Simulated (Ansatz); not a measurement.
in.yaml

```yaml
crystal:
  periodic: [false, false, false]
  atoms:
    - {symbol: O, position_ang: [0.000000, 0.000000, 0.000000]}
    - {symbol: H, position_ang: [0.000000, 0.000000, 1.036612]}
basis:
  gaussian: {orbitals: aug-cc-pVTZ}
total_charge: 1
magnetization: {spin_polarized: false}
correlation: {method: ccsdtq, electrons: outside_noble_gas}
```

```sh
$ ansatz run in.yaml --threads 5 --pin off --events-out ev --progress --plain --max-ram 82944MiB --backend cuda --devices 0, --max-vram 75GiB
```

Output:

```
760 factors; integrals over basis functions are off by at most 1.5e-7 eV
mean field evaluation 1: about -2036.5371 eV, gradient 2.1e1 eV
mean field evaluation 2: about -2036.5368 eV, gradient 2.1e1 eV
mean field evaluation 4: about -2037.2016 eV, gradient 7.3e-1 eV
mean field evaluation 8: about -2037.2032 eV, gradient 2.2e-4 eV
mean field evaluation 16: about -2034.9714 eV, gradient 3.0e1 eV
mean field evaluation 32: about -2037.2032 eV, gradient 9.6e-3 eV
mean field -2037.20323152 eV, -74.8658378926 hartree, gradient 3.2e-6 eV, S^2 0.000000; 2 other end points of the search recorded, 0 dependent functions left out; unrestricted orbitals would lower it
mean field evaluation 64: about -2037.2032 eV, gradient 1.1e-4 eV
unrestricted determinant -2039.84536626 eV, -74.9629345534 hartree, S^2 1.0083
1 core orbitals not correlated: weight in the atoms' cores, before any rotation towards them, 1.000 or more for the frozen orbitals, at most 0.000 for the correlated occupied ones
reference -2037.20323152 eV, -74.8658378926 hartree; 3, 3 occupied and 65, 65 virtual orbitals, 760 factors
second order -4.59548494 eV of doubles, -0.00000000 eV of singles
cycle   1  -5.05273351 eV  change   -4.6e-1 eV  update   5.1e-2
cycle   2  -5.40891927 eV  change   -3.6e-1 eV  update   3.2e-2
cycle   3  -5.46793435 eV  change   -5.9e-2 eV  update   2.3e-2
cycle   4  -5.48612215 eV  change   -1.8e-2 eV  update   2.0e-2
cycle   5  -5.54535212 eV  change   -5.9e-2 eV  update   1.9e-2
cycle   6  -5.61575507 eV  change   -7.0e-2 eV  update   1.8e-2
cycle   7  -5.69974670 eV  change   -8.4e-2 eV  update   1.8e-2
cycle   8  -5.99523860 eV  change   -3.0e-1 eV  update   1.6e-2
cycle   9  -6.04302171 eV  change   -4.8e-2 eV  update   1.0e-2
cycle  10  -6.09423124 eV  change   -5.1e-2 eV  update   6.7e-3
cycle  11  -6.10161596 eV  change   -7.4e-3 eV  update   3.1e-3
cycle  12  -6.08869959 eV  change    1.3e-2 eV  update   9.4e-4
cycle  13  -6.09919532 eV  change   -1.0e-2 eV  update   9.0e-4
cycle  14  -6.09862156 eV  change    5.7e-4 eV  update   2.0e-4
cycle  15  -6.09765361 eV  change    9.7e-4 eV  update   1.3e-4
cycle  16  -6.09849341 eV  change   -8.4e-4 eV  update   7.8e-5
cycle  17  -6.09843515 eV  change    5.8e-5 eV  update   3.9e-5
cycle  18  -6.09840910 eV  change    2.6e-5 eV  update   1.9e-5
cycle  19  -6.09838421 eV  change    2.5e-5 eV  update   8.2e-6
cycle  20  -6.09838292 eV  change    1.3e-6 eV  update   2.7e-6
cycle  21  -6.09838508 eV  change   -2.2e-6 eV  update   1.4e-6
cycle  22  -6.09838401 eV  change    1.1e-6 eV  update   5.3e-7
cycle  23  -6.09838368 eV  change    3.3e-7 eV  update   2.4e-7
WARN: these amplitudes may be one of several solutions (largest doubles amplitude 0.96, level shift 0.00 eV)
Total energy: -2043.30161520 eV, -75.0899493590 hartree
```

For the same geometry and basis full CI lies 0.1 meV lower. By full CI's occupations no single determinant describes the state well. The program flagged this run's energy as in doubt. The determinant fills πx and πy unequally, so it is a mixture of Σ and Δ. The determinant has the irrep A1, whose lowest full-CI state lies within 3 meV of the A2 state that serves as the reference. RHF is unstable: UHF (⟨S²⟩ = 1.01) lies 2.64 eV below the lowest RHF solution. Higher spins weren't run at this geometry and may lie near or lower.

Ran on 5 threads of AMD EPYC 7R13 with a whole H100 80 GB, shared host: 11 s wall, 0.85 GiB peak host memory.
